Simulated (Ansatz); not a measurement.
Iodine (solid I2 (Cmce)): adding exact exchange

Ansatz, plane waves with scalar-relativistic PAW, all at the PBE geometry (a = 8.938 Å, b = 4.603 Å, c = 9.876 Å) on a 4×4×2 mesh, smearing 0.1 eV.

```
functional  gap on the mesh (eV)  rough cost against PBE
      PBE0                  2.41                     16×
       PBE                  1.02                      1×
     HSE06                  1.76                     22×
```

A gap read on a coarse mesh may be too large.
